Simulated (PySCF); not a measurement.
Process, species as SMILES: CCCl → C[CH-]Cl + H+
B3LYP-D3(BJ)/def2-TZVP geometries, fixed; electronic energies without zero-point terms.
Largest species:
```xyz
8

C      0.0132     0.8176    -0.0128
C      1.5157     0.6457    -0.0186
Cl    -0.8344    -0.7820     0.0168
H     -0.3333     1.3555     0.8664
H     -0.3433     1.3280    -0.9043
H      1.9943     1.6284    -0.0365
H      1.8521     0.1152     0.8721
H      1.8422     0.0878    -0.8961
```
Charge 0, spin multiplicity 1.

Effect of the SCF energy threshold at HF/def2-SVP with PySCF, against the last row, where the deprotonation energy is 420.88 kcal/mol. The proton leaves the site shown, which need not be the most acidic.

```json
[
 {"setting": "conv_tol: 1e-4", "SCF cycles, largest species": "5", "largest shift of a total energy (mEh)": "0.004", "shift of the deprotonation energy (kcal/mol)": "0.002"},
 {"setting": "conv_tol: 1e-5", "SCF cycles, largest species": "6", "largest shift of a total energy (mEh)": "0.000", "shift of the deprotonation energy (kcal/mol)": "0.000"},
 {"setting": "conv_tol: 1e-6", "SCF cycles, largest species": "7", "largest shift of a total energy (mEh)": "0.000", "shift of the deprotonation energy (kcal/mol)": "0.000"},
 {"setting": "conv_tol: 1e-7", "SCF cycles, largest species": "8", "largest shift of a total energy (mEh)": "0.000", "shift of the deprotonation energy (kcal/mol)": "0.000"},
 {"setting": "conv_tol: 1e-11", "SCF cycles, largest species": "11", "largest shift of a total energy (mEh)": "0.000", "shift of the deprotonation energy (kcal/mol)": "0.000"}
]
```

Within 0.02 kcal/mol in the deprotonation energy: conv_tol: 1e-4; conv_tol: 1e-5; conv_tol: 1e-6; conv_tol: 1e-7. The largest shift is 0.004 mEh in a total energy and 0.002 kcal/mol in the difference.
